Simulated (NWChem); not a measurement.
System: dichloromethane (CH2Cl2); SMILES ClCCl

Here is an NWChem input.

```
start job
memory heap 200 mb stack 900 mb global 1100 mb
geometry units angstroms noautosym nocenter noautoz
  Cl     1.494325     0.000000     0.212013
  C      0.000000     0.000000    -0.763738
  Cl    -1.494325     0.000000     0.212013
  H      0.000000     0.909676    -1.390204
  H      0.000000    -0.909676    -1.390204
end
basis spherical
  Cl library 6-31g*
  C library 6-31g*
  H library 6-31g*
end
dft
  xc m06-2x
  iterations 150
end
cosmo
  do_cosmo_smd true
  solvent ether
end
task dft energy
```

Output (shortened):

```
             Northwest Computational Chemistry Package (NWChem) 7.3.0
             --------------------------------------------------------

                             Geometry "geometry" -> ""
                             -------------------------

 Output coordinates in angstroms (scale by  1.889725989 to convert to a.u.)

  No.       Tag          Charge          X              Y              Z
 ---- ---------------- ---------- -------------- -------------- --------------
    1 Cl                  17.0000     1.49432500     0.00000000     0.21201300
    2 C                    6.0000     0.00000000     0.00000000    -0.76373800
    3 Cl                  17.0000    -1.49432500     0.00000000     0.21201300
    4 H                    1.0000     0.00000000     0.90967600    -1.39020400
    5 H                    1.0000     0.00000000    -0.90967600    -1.39020400

 Effective nuclear repulsion energy (a.u.)     132.8678576092

                                 NWChem DFT Module
                                 -----------------

 Summary of "ao basis" -> "ao basis" (spherical)
 ------------------------------------------------------------------------------
       Tag                 Description            Shells   Functions and Types
 ---------------- ------------------------------  ------  ---------------------
 Cl                          6-31g*                  8       18   4s3p1d
 C                           6-31g*                  6       14   3s2p1d
 H                           6-31g*                  2        2   2s

 in cosmo_initialize ...
 calling solv_data for solv:ether

 solvent parameters
 solvname_short: ether
 solvname_long:  diethyl ether
 dielec:        4.2400
 dielecinf:     1.8295
 nonaqueous SMD model solvent descriptors
 dielec:        4.2400
 sola:          0.0000
 solb:          0.4100
 solc:          0.0000
 solg:         23.9600
 solh:          0.0000
 soln:          1.3526

          ---------------
          -cosmo- solvent
          ---------------
 Cosmo: York-Karplus, doi: 10.1021/jp992097l
 dielectric constant -eps-     =   4.24
 screen = (eps-1)/(eps    )    =   0.76415
 surface charge correction     = lagrangian

   van der Waals surface
 --------------------------

[...]

                                COSMO-SMD solvation results
                                ---------------------------

             internal energy in gas <Psi(g)|H|Psi(g)> =      -959.599754449362
         internal energy in solvent <Psi(s)|H|Psi(s)> =      -959.599069369856
                               delta internal energy  =         0.000685079506 (    0.43 kcal/mol)
   total free energy in solvent <Psi(s)|H+V/2|Psi(s)> =      -959.604623352598
 polarization energy contribution <Psi(s)|V/2|Psi(s)> =        -0.005553982741 (   -3.49 kcal/mol)
    total free energy in solvent including G(SMD-CDS) =      -959.607806378076
                       G(SMD-CDS) energy contribution =        -0.003183025478 (   -2.00 kcal/mol)
     1 M fixed-concentration free energy of solvation =        -0.008051928714 (   -5.05 kcal/mol)

                       DFT Final Molecular Orbital Analysis
                       ------------------------------------

 Vector   19  Occ=2.000000D+00  E=-3.907608D-01
              MO Center=  1.1D-06,  2.0D-08,  1.3D-01, r^2= 3.3D+00
   Bfn.  Coefficient  Atom+Function         Bfn.  Coefficient  Atom+Function
  ----- ------------  ---------------      ----- ------------  ---------------
     9      0.492221  1 Cl pz                41      0.492220  3 Cl pz
    13      0.266014  1 Cl pz                45      0.266014  3 Cl pz
     5     -0.189319  1 Cl pz                37     -0.189319  3 Cl pz
    23     -0.161454  2 C  pz                52      0.089774  4 H  s
    54      0.089774  5 H  s                 51      0.086893  4 H  s

 Vector   20  Occ=2.000000D+00  E=-3.744055D-01
              MO Center= -1.2D-06, -1.6D-08,  1.7D-01, r^2= 3.5D+00
   Bfn.  Coefficient  Atom+Function         Bfn.  Coefficient  Atom+Function
  ----- ------------  ---------------      ----- ------------  ---------------
     7      0.408985  1 Cl px                39      0.408985  3 Cl px
     9     -0.352980  1 Cl pz                41      0.352981  3 Cl pz
    11      0.219357  1 Cl px                43      0.219357  3 Cl px
    13     -0.199527  1 Cl pz                45      0.199527  3 Cl pz
     3     -0.156010  1 Cl px                35     -0.156010  3 Cl px

 Vector   21  Occ=2.000000D+00  E=-3.652590D-01
              MO Center= -5.1D-07, -3.0D-08, -4.0D-02, r^2= 3.4D+00
   Bfn.  Coefficient  Atom+Function         Bfn.  Coefficient  Atom+Function
  ----- ------------  ---------------      ----- ------------  ---------------
     8      0.478292  1 Cl py                40      0.478292  3 Cl py
    12      0.278082  1 Cl py                44      0.278082  3 Cl py
    22     -0.215645  2 C  py                 4     -0.183393  1 Cl py
    36     -0.183393  3 Cl py                52     -0.149108  4 H  s
    54      0.149108  5 H  s                 51     -0.139882  4 H  s

 Vector   22  Occ=0.000000D+00  E= 3.801023D-02
              MO Center=  1.0D-09, -8.4D-10, -6.4D-02, r^2= 3.5D+00
   Bfn.  Coefficient  Atom+Function         Bfn.  Coefficient  Atom+Function
  ----- ------------  ---------------      ----- ------------  ---------------
    24      1.423506  2 C  s                 27      0.624077  2 C  pz
    11      0.601131  1 Cl px                43     -0.601131  3 Cl px
    10     -0.488061  1 Cl s                 42     -0.488061  3 Cl s
    23      0.334571  2 C  pz                 7      0.316120  1 Cl px
    39     -0.316120  3 Cl px                13      0.272063  1 Cl pz

[...]
```

Level: M06-2X/6-31G* (spherical d), SMD on the gas-phase geometry. The geometry was optimised at PBE-D3(BJ)/def2-SVP. Solvent: diethyl ether.
